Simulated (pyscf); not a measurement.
PySCF, gas phase, ωB97X-D3(BJ)/def2-SVP geometries.

Q: `[CH3][CH2][Zn][OH]` + `[H][H]` → `[CH2]=[CH2]` + `[OH][ZnH]` + `[H][H]`
Surface: singlet. Broken: C–H, C–Zn, H–H. Formed: H–Zn, H–H. Give ΔE‡ and ΔE from ωB97M-D3(BJ)/def2-TZVP, relative to the separated reactants.

A: ΔE‡ = 234.9 kJ/mol, ΔE = +115.2 kJ/mol. Zero-point energy shifts the barrier by -2.1 kJ/mol. It is a multi-bond step, with an imaginary mode of 1096i cm⁻¹. On the product side the descent ends in a complex (not fully relaxed), 32.1 kJ/mol under the separated species and 145.4 kJ/mol under the saddle at ωB97X-D3(BJ)/def2-TZVP. The same reactants have a lower exit, to HO–ZnH + H₃C–CH₃ (barrier +193.4 kJ/mol at ωB97M-D3(BJ)/def2-TZVP, against +234.9 kJ/mol here). This is the saddle that the search found; another between the same sides may lie lower. Elements up to Kr have no core potential and no relativistic terms here.
